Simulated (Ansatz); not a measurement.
Species: O3, charge -1, doublet. O3- (parent SMILES O=[O+][O-], doublet).
B3LYP-D3(BJ)/def2-TZVP minimum from Ansatz (a quantum-chemistry and plane-wave program):
```xyz
3

O      1.1400    -0.2545     0.0205
O      0.0055     0.4794     0.0257
O     -1.1454    -0.2249    -0.0463
```
Charge -1, spin multiplicity 2.

Total energies in aug-cc-pVDZ, 19 correlated electrons, 3 frozen orbitals. Radicals and triplets start from unrestricted determinants; spin-orbit coupling is neglected. Correlated methods leave the cores frozen. No relativity. The UHF reference of O3- (parent SMILES O=[O+][O-], doublet) is spin-contaminated (<S^2> up to 0.03 over the pure value in the sets run).

```csv
method,program,energy (Eh),minus CCSDT(Q) (mEh)
HF,Ansatz,-224.39791,650.13
MP2,Ansatz,-225.00738,40.65
CCSD,Ansatz,-225.01638,31.66
CCSD(T),Ansatz,-225.04321,4.82
CCSDT(Q),Ansatz,-225.04804,0.00
```

Rough core times of Ansatz's runs on a shared machine: CCSD(T) under 20 s, CCSDT(Q) 7 min.
